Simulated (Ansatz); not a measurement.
A made-up structure of CH5BMg, closed shell:

C1  (0.297, 0.250, 0.481)
B2  (-0.292, 0.954, -0.780)
Mg3  (0.400, -2.010, 0.893)
H4  (-1.350, 1.230, -0.423)
H5  (0.201, 1.959, -1.044)
H6  (-0.427, 0.324, -1.732)
H7  (0.617, 0.920, 1.237)
H8  (0.486, -3.696, 1.214)
(Å)

It is relaxed with PBE-D4/def2-SVP and then PBE0-D4/def2-TZVP (Ansatz 0.2.0). Atoms count as bonded within 1.22 times the sum of their covalent radii (H–H: 0.88 Å). The end point is not checked to be a true minimum.

Question: Does its bonding change? (A judgement: the text doesn't fix the answer.)

Answer: By the calculation: Yes. Formed: C1–H4, B2–Mg3; broken: B2–H4.

Where it ends: The first stage lowers the energy by 3.26 eV in 18 steps. It ends as CH₅BMg ([BH2]1[CH2][MgH]1):
```
8
angstrom
C -0.3883 0.6534 0.5147
B -0.0102 0.7247 -0.9118
Mg 0.3413 -1.3861 0.4338
H -1.4218 0.4956 0.8338
H 1.1159 1.0111 -1.2391
H -0.7703 0.3493 -1.7716
H 0.2390 1.0763 1.3036
H 0.8264 -2.9927 0.6820
```

Labels in which every atom is bracketed show which atoms are joined, not bond orders.

For scale, one of the runs: PBE0-D4/def2-TZVP relaxation, 124 basis functions, launched by `ansatz run in.yaml --threads 2 --pin off --events-out ev --progress --plain --max-ram 4352MiB`. Hardware: 2 CPU threads of an Arm Neoverse V2, shared host. Wall time about 32 s.
